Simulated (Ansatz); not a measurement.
A nudged elastic band was laid between two geometries of CHCl$_{2}$ (4 atoms, charge -1, multiplicity 1).

Computed with RKS r2SCAN-D4/def2-mTZVP (Ansatz).

```
movable images  : 5
climbing image  : yes
spring          : 5.0 eV/Å²
optimiser       : quadratic models (default)
start path      : IDPP
force threshold : 0.05 eV/Å
iteration limit : 60
end points      : relaxed
```

Image 0:

```xyz
4
Properties=species:S:1:pos:R:3
Cl -1.582 0.379 -0.493
C 0.349 0.045 -0.512
Cl 0.623 -1.328 0.860
H 0.611 0.905 0.145
```

Image 6:

```xyz
4
Properties=species:S:1:pos:R:3
Cl -1.033 0.478 -1.263
C -0.368 -0.085 0.493
Cl 1.172 -1.229 0.090
H 0.229 0.835 0.680
```

Q: What changes between the two ends?

A: No bond is made or broken. The height of C2 over the plane of its neighbours goes from -0.75 to 0.75 Å. The two ends are copies of one structure, up to a mirror image or an exchange of like atoms.

Q: What energy profile does the band end with?

A: It converged. The highest image is number 3 of 0 to 6, 131.9 kJ/mol above the ends, which have the same energy within 2 meV. A vibrational analysis at the climbing image gives one clearly imaginary mode, 914i cm⁻¹: a first-order saddle point. Limits of this set-up: an anion without diffuse functions, the dipole of an ion depends on the origin.

| image | path coordinate (Å) | energy (kJ/mol) | height of C2 over the plane of its neighbours (Å) |
| --- | --- | --- | --- |
| 0 | 0.00 | 0.0 | -0.75 |
| 1 | 0.23 | 28.6 | -0.53 |
| 2 | 0.47 | 97.8 | -0.27 |
| 3 | 0.70 | 131.9 | 0.00 |
| 4 | 0.93 | 97.8 | 0.27 |
| 5 | 1.17 | 28.6 | 0.53 |
| 6 | 1.40 | 0.0 | 0.75 |

Q: What is the geometry of the highest image?

A: 
```xyz
4
Properties=species:S:1:pos:R:3
Cl -1.391 0.226 -0.928
C 0.084 0.165 0.072
Cl 0.771 -1.447 0.399
H 0.536 1.056 0.458
```

Q: What are the harmonic wavenumbers there?

A: 914i, 269, 663, 749, 1143, 3292 cm⁻¹.

The band took 4 iterations and of the order of 60 core-seconds.

The run took 60 s on 1 CPU thread of a shared host.
